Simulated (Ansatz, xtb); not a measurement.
## AlH3NO−: where a starting geometry ends

The starting geometry of this gas-phase singlet has its atoms placed at random.

```xyz
6

Al   -0.9903    0.5776   -0.0169
N     0.7269   -0.6783    1.8680
O     0.9261   -0.0872    0.5440
H     0.7861    0.7051    0.7331
H     1.2083   -0.8691   -0.3967
H    -1.2017   -1.1155    0.5381
```

Task: One run relaxed it with r2SCAN-D4/def2-SVPD. What is a likely outcome?

Result: It loosens into AlHN + H2O, which stay close as a complex (formulas without charges). Distances that change by over a tenth: Al1–H4 (1.93 → 4.46 Å), Al1–H6 (1.79 → 1.61 Å), O3–H4 (0.83 → 0.96 Å). Contacts that open: Al1–O3 (2.10 → 4.29 Å), N2–O3 (1.46 → 2.62 Å). Contacts that close: Al1–N2 (2.84 → 1.69 Å), O3–H5 (1.26 → 1.04 Å).

The energy falls by 8.78 eV over 39 steps:

```tsv
step	E − E(last) (eV)
1	8.778
5	4.396
9	2.455
14	2.054
18	1.017
22	0.476
26	0.194
31	0.031
35	0.001
39	0.000
```

Final geometry (Å):

```xyz
6

Al   -1.7194   -0.6270    0.5590
N    -0.0454   -0.5138    0.7153
O     2.5256   -0.0283    0.7119
H     2.5054    0.7218    0.1083
H     1.5115   -0.2722    0.7550
H    -3.3224   -0.7479    0.4201
```

From the same start GFN2-xTB ends elsewhere, differing in Al1–O3 (1.92 against 4.29 Å here), Al1–H4 (1.62 against 4.46 Å here), Al1–H5 (1.60 against 3.26 Å here), N2–O3 (1.28 against 2.62 Å here), O3–H4 (2.54 against 0.96 Å here), O3–H5 (2.85 against 1.04 Å here).

From so rough a start the end depends on the optimiser's path, so another program may land elsewhere. The end wasn't checked by frequencies. Run with Ansatz 0.2.0, 56 s on 1 thread of Intel(R) Xeon(R) 6975P-C (Granite Rapids), with other jobs on the host.
